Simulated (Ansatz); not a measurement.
A made-up structure of SiH₄SO, closed shell:

```
7
angstrom
O -1.2363 -1.0055 -0.3818
S 0.1380 -1.3591 0.4095
Si 0.6277 0.4561 -0.0371
H -1.8101 -0.6433 0.3590
H 0.6475 0.6781 -1.6131
H -0.2240 1.6311 0.6455
H 1.8570 0.2426 0.6180
```

It is relaxed with PBE-D4/def2-SVP and then PBE0-D4/def2-TZVP (Ansatz 0.2.0). Atoms count as bonded within 1.22 times the sum of their covalent radii (H–H: 0.88 Å). The end point is not checked to be a true minimum.

Task: Does its bonding change? (Judge from chemistry; the calculation decides.)

Result: By the calculation: No: no bond forms or breaks.

Where it ends: The first stage lowers the energy by 1.51 eV in 6 steps. It ends as SiH₄SO ([OH][S][SiH3]):
```
7
angstrom
O -1.5466 -1.1974 -0.3388
S -0.0459 -1.3725 0.3880
Si 0.7810 0.5544 -0.0412
H -2.1591 -0.9142 0.3489
H 0.8528 0.7966 -1.5032
H -0.0241 1.6308 0.5932
H 2.1419 0.5022 0.5530
```

Labels in which every atom is bracketed show which atoms are joined, not bond orders.

For scale, one of the runs: PBE0-D4/def2-TZVP relaxation, 129 basis functions, launched by `ansatz run in.yaml --threads 2 --pin off --events-out ev --progress --plain --max-ram 4352MiB`. Hardware: 2 CPU threads of an Arm Neoverse N1, shared host. Wall time about 31 s.
